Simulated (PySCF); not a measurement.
# C3H6O2 (methoxyacetaldehyde): the cost of one run

Computed with PySCF 2.14.0 and routines of our own; the level stands in each step. Atoms count from 0.

## (1) The starting structure

11 atoms, charge 0, multiplicity 1; geometry from: GFN2-xTB.

## (2) Geometry optimisation at PBE0-D3(BJ)/def2-TZVP

What the job is given:

```
{"job": {"xc": "PBE0", "basis": "def2-TZVP", "d3": "d3bj", "grid": 2, "kind": "geom"}, "charge": 0, "multiplicity": 1}
C     -1.484802     0.374557     0.057073
O     -0.621157    -0.173636     1.026240
C      0.733707     0.097689     0.781338
C      1.318505    -0.727568    -0.341415
O      2.339752    -0.481329    -0.915484
H     -1.391822     1.466844     0.022520
H     -2.494047     0.105977     0.361057
H     -1.284562    -0.027659    -0.942266
H      1.270946    -0.175922     1.697444
H      0.906059     1.167810     0.590985
H      0.712847    -1.624091    -0.578524
```

The run is started by

```bash
> OMP_NUM_THREADS=1 python excited_run.py task.json out
```

This one command runs all jobs of the session in turn.

Q: Estimate the wall time and peak memory of this first job on 1 thread of Arm Neoverse V1, shared host.

About 81 s, with a peak of 0.79 GiB.
